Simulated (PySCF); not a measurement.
**Lithium: a sound run and one with changed settings**

Sound run: Li [He] 2s1, Li⁺ 1s2. All numbers are calculated (PySCF 2.14, no relativity, point nucleus, in cc-pVDZ). The sound run starts from symmetry-adapted Hartree-Fock orbitals and uses a fine grid where one is needed.

Changed run: radial step 0.8 in ln r (0.13 in the sound run). This setting is unsound on purpose.

```json
{"species": "Li", "method": "UHF", "sound run (hartree)": "-7.43242", "changed run (hartree)": "-7.43242", "converged": "yes"}
{"species": "Li", "method": "LDA", "sound run (hartree)": "-7.34134", "changed run (hartree)": "-7.34805", "converged": "yes"}
{"species": "Li", "method": "B3LYP", "sound run (hartree)": "-7.49141", "changed run (hartree)": "-7.49709", "converged": "yes"}
{"species": "Li⁺", "method": "UHF", "sound run (hartree)": "-7.23612", "changed run (hartree)": "-7.23612", "converged": "yes"}
{"species": "Li⁺", "method": "LDA", "sound run (hartree)": "-7.14105", "changed run (hartree)": "-7.14363", "converged": "yes"}
{"species": "Li⁺", "method": "B3LYP", "sound run (hartree)": "-7.28511", "changed run (hartree)": "-7.28673", "converged": "yes"}
```

Ionisation energy of Li:

```
method  sound run (eV)  changed run (eV)
   UHF           5.342             5.342
   LDA           5.450             5.562
 B3LYP           5.614             5.724
```

A coarse radial grid mis-integrates the density and the exchange-correlation energy, with errors of either sign; Hartree-Fock needs no grid.

For comparison, NIST gives 5.392 eV between the lowest levels.
